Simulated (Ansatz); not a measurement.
Results of G0W0@LDA (Ansatz, a program for electronic structure, hard PAW, contour deformation) for rock-salt LiBr.

The cell has the measured lattice parameters. Conventional cell: a = 5.5010 Å, b = 5.5010 Å, c = 5.5010 Å, α = 90.00°, β = 90.00°, γ = 90.00°.

The quasiparticle gap at Γ at a fixed k mesh 2×2×2:

```tsv
response cutoff	value (eV)
200 eV, 491 empty bands	6.625
250 eV, 686 empty bands	6.649
300 eV, 902 empty bands	6.659
400 eV, 1389 empty bands	6.667
```

Problem. Taking the value to converge with the response cutoff E as E^(−3/2), extrapolate from the last two rows.

Solution. With y = y∞ + c/w and weights w = 5196 and 8000 for the last two rows, y∞ = (w2 y2 − w1 y1)/(w2 − w1) = (8000 × 6.667 − 5196 × 6.659)/2804 = 6.682 eV, which lies 0.015 beyond the last row. Successive pairs of rows give 6.709, 6.691, 6.682. The limit also hangs on the law assumed, so its last digits aren't firm.

The other settings are not extrapolated, so this is the limit in one setting alone.

Spin–orbit coupling is not included.
